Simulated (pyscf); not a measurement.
H₃C–Si(CH₃)(OH)–OH + H atom (H•) → methane (CH₄) + H₃C–Si•(OH)–OH, a substitution at C (doublet surface; C–Si broken, C–H formed). Structures and frequencies: ωB97X-D3(BJ)/def2-SVP in PySCF. Energies in eV from the separated reactants.

Small-basis levels: PySCF, no dispersion term, spherical d functions. Open shells are spin-unrestricted. 

Task: In single points MP2/6-31G* puts the saddle at 2.01 eV and the reaction energy at -0.32 eV. Should these be trusted to within a few kcal/mol? Compare with ωB97M-D3(BJ)/def2-TZVP.

Result: ωB97M-D3(BJ)/def2-TZVP gives ΔE‡ = 1.45 eV and ΔE = -0.55 eV. MP2/6-31G* lies 0.57 eV over it in the barrier and 0.23 eV over it in the reaction energy, so on this step it does not hold to within 0.13 eV. ωB97M-D3(BJ)/def2-TZVP has limits of its own. Abstraction by the radical was not located in this set and often lies lower. One saddle was located; it need not be the lowest between these sides. The angle at the attacked C is 175°.
